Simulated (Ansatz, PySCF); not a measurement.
Molecule: sulfanylidenemethanone, COS, net charge 0, singlet state. 
Structure (B3LYP-D3(BJ)/def2-TZVP (Ansatz, a program for electronic structure) minimum search):
```
C
O 1 1.1555
S 1 1.5622 2 180.00
```


Quantity: enthalpy of formation at 298 K (from the atomisation energy, B3LYP-D3(BJ)/def2-TZVP harmonic zero-point and thermal terms from PySCF, and the atoms' enthalpies of formation in the G2/97 table; no spin-orbit terms, and no core term in the frozen-core levels), in kcal/mol. Cores are frozen in the correlated levels unless marked. Open shells are spin-unrestricted. Spin-orbit coupling is left out. Non-relativistic. The coupled-cluster limit lacks core correlation, which all-electron functionals hold. Basis-set limits of correlation are two-point, X^-3; Hartree-Fock from the larger set.

```json
[
 {"level": "BP86-D4/def2-TZVPD", "program": "PySCF + dftd4", "enthalpy of formation at 298 K (kcal/mol)": "-56.9", "minus last row": "-23.5"},
 {"level": "r2SCAN0/def2-TZVPD", "program": "Ansatz", "enthalpy of formation at 298 K (kcal/mol)": "-24.0", "minus last row": "9.4"},
 {"level": "M06-2X/def2-TZVPD", "program": "PySCF", "enthalpy of formation at 298 K (kcal/mol)": "-35.9", "minus last row": "-2.5"},
 {"level": "CAM-B3LYP-D3(BJ)/def2-TZVPD", "program": "Ansatz + dftd3", "enthalpy of formation at 298 K (kcal/mol)": "-32.1", "minus last row": "1.3"},
 {"level": "SCS-MP2/6-31G*", "program": "Ansatz", "enthalpy of formation at 298 K (kcal/mol)": "-13.5", "minus last row": "19.9"},
 {"level": "CCSD/aug-cc-pV(T+d)Z", "program": "Ansatz", "enthalpy of formation at 298 K (kcal/mol)": "-9.1", "minus last row": "24.3"},
 {"level": "CCSD(T)/CBS(cc-pV(T+d)Z,cc-pV(Q+d)Z)", "program": "Ansatz", "enthalpy of formation at 298 K (kcal/mol)": "-33.4", "minus last row": "0.0"}
]
```
